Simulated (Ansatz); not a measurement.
**Diamond-structure Ge, TA phonon frequency at X**

Reference value: 80 cm⁻¹ (measured, temperature not stated, not corrected to a static lattice; as tabulated in Giannozzi et al., Phys. Rev. B (1991)).

Task: Which of these levels comes closest to the reference?
A. PBE (Ansatz, an electronic-structure program)
B. r²SCAN+rVV10 (Ansatz)
C. PBE-D3(BJ) (Ansatz)
D. Hartree–Fock (Ansatz)

Result: B, r²SCAN+rVV10 (Ansatz)

| level (code) | value (cm⁻¹) | cell (Å³/atom) | difference (%) |
|---|---|---|---|
| PBE (Ansatz) | 74 | 23.89 | -7.5 |
| PBE-D3(BJ) (Ansatz) | 71 | 23.14 | -11.2 |
| r²SCAN+rVV10 (Ansatz) | 80 | 22.60 | 0.0 |
| Hartree–Fock (Ansatz) | 111 | 23.57 | +39 |

Closest of the ranked levels: r²SCAN+rVV10 (0.0 %). Farthest off among them: Hartree–Fock (+39 %).

The measured value isn't corrected to a static lattice, so vibrations enter the comparison.  PBE, PBE-D3(BJ): the solid has no gap at this level, which affects its response. PBE-D3(BJ): the dispersion coefficients are held fixed in the derivatives. Each level is taken at its own relaxed cell. Cutoffs and k meshes differ between the levels. Ansatz's density-functional and Hartree–Fock values are scalar-relativistic unless marked +SOC, with PAW data made under PBE.

Differences are worked out from the printed values.
